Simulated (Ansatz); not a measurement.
# USVWN5/def2-TZVPPD run of BH2 (boron dihydride)

Aim: the vertical ionisation energy of BH2 (boron dihydride) at USVWN5/def2-TZVPPD, from 2 runs. 

The calculation is run with Ansatz 0.2.0.

30 further runs of the same task are left out: 30 set aside as unsound or not needed.

**1. The structure to begin with**

BH2: 3 atoms, total charge 0, spin state doublet. SMILES: `[BH2]`. The coordinates come from a PBE0-D4/def2-TZVP relaxation.

Bond lengths: B1–H2 1.191 Å, B1–H3 1.191 Å. Angles: H2–B1–H3 129.4°.

**2. The energy at USVWN5/def2-TZVPPD**

File job.yaml:

```yaml
basis:
  gaussian:
    orbitals: def2-TZVPPD.json
crystal:
  periodic: [false, false, false]
  atoms:
    - {symbol: B, position_ang: [0.265070, -0.167660, 0.129730]}
    - {symbol: H, position_ang: [0.292070, 1.014920, 0.270850]}
    - {symbol: H, position_ang: [-0.557150, -0.847260, -0.400590]}
magnetization:
  spin_polarized: true
  initial_magnetization: 1
hamiltonian:
  xc: {name: SVWN5}
accuracy: high
output: {orbitals: {seedname: orbitals}}
```

The basis set def2-TZVPPD is read from a file made from the Basis Set Exchange's data (not shown).

Command:

```sh
$ ansatz run job.yaml --threads 1 --pin off --max-ram 3480MiB --events-out events.jsonl --progress --plain --runs-dir runs
```

Standard output:

```text
Warning: RAYON_NUM_THREADS=1 ignored (pool sized by the plan → 1); use --threads N
Functional definition: SVWN5
  name "SVWN5"
  exchange = slater_x
  correlation = vwn5_c
1016 factors; integrals over basis functions are off by at most 2.8e-9 eV
mean field evaluation 1: about -695.8106 eV, gradient 1.2e1 eV
mean field evaluation 2: about -696.3123 eV, gradient 8.6e0 eV
mean field evaluation 4: about -696.8577 eV, gradient 1.8e-1 eV
mean field evaluation 8: about -696.8573 eV, gradient 4.4e-3 eV
mean field evaluation 16: about -696.8573 eV, gradient 2.8e-8 eV
mean field -696.85729250 eV, -25.6090331526 hartree, gradient 1.5e-8 eV, S^2 0.751277; 3 other end points of the search recorded, 0 dependent functions left out
reference -696.85729538 eV, -25.6090332585 hartree; 4, 3 occupied and 67, 68 virtual orbitals, 1016 factors
Total energy: -696.85729538 eV, -25.6090332585 hartree
```

Wall time 1.6 s (1 thread of Arm Neoverse V1, shared host); peak memory 0.13 GiB.

**3. The singlet cation at the same level**

File job.yaml:

```yaml
crystal:
  periodic: [false, false, false]
  atoms:
    - symbol: B
      position_ang: [0.265070, -0.167660, 0.129730]
    - symbol: H
      position_ang: [0.292070, 1.014920, 0.270850]
    - symbol: H
      position_ang: [-0.557150, -0.847260, -0.400590]
basis:
  gaussian: {orbitals: def2-TZVPPD.json}
total_charge: 1
hamiltonian: {xc: {name: SVWN5}}
accuracy: high
output: {orbitals: {seedname: orbitals}}
```

The basis set def2-TZVPPD is read from a file made from the Basis Set Exchange's data (not shown).

Command:

```sh
$ ansatz run job.yaml --threads 1 --pin off --max-ram 3480MiB --events-out events.jsonl --progress --plain --runs-dir runs
```

Standard output:

```text
Warning: RAYON_NUM_THREADS=1 ignored (pool sized by the plan → 1); use --threads N
[... 4 set-up lines as earlier in the session ...]
1016 factors; integrals over basis functions are off by at most 2.8e-9 eV
mean field evaluation 1: about -686.3172 eV, gradient 1.9e1 eV
mean field evaluation 2: about -687.2166 eV, gradient 1.1e1 eV
mean field evaluation 4: about -687.6630 eV, gradient 4.2e-1 eV
mean field evaluation 8: about -687.6624 eV, gradient 6.2e-3 eV
mean field evaluation 16: about -687.6624 eV, gradient 5.0e-9 eV
mean field -687.66242506 eV, -25.2711280065 hartree, gradient 5.0e-9 eV, S^2 0.000000; 0 other end points of the search recorded, 0 dependent functions left out
reference -687.66242823 eV, -25.2711281232 hartree; 3, 3 occupied and 68, 68 virtual orbitals, 1016 factors
Total energy: -687.66242823 eV, -25.2711281232 hartree
```

Run time: 0.94 s. Hardware: 1 thread of Arm Neoverse V1, shared host; peak memory 0.12 GiB.

**4. Results**

Level: USVWN5/def2-TZVPPD.

| quantity | value |
| --- | --- |
| doublet BH2: total energy | -25.60903 Eh |
| doublet BH2: HOMO energy (highest over α and β) | -4.86 eV |
| doublet BH2: LUMO energy (lowest over α and β) | -3.79 eV |
| doublet BH2: ⟨S²⟩ | 0.751 |
| singlet cation: total energy | -25.27113 Eh |
| singlet cation: HOMO energy | -18.09 eV |
| singlet cation: LUMO energy | -13.45 eV |
| singlet cation: HOMO–LUMO gap | 4.64 eV |
| vertical ionisation energy (to the singlet cation) | 9.195 eV |

What this shows: The vertical ionisation energy comes to 9.19 eV (887 kJ/mol). Only the singlet of the ionised species was computed; a triplet could lie lower.
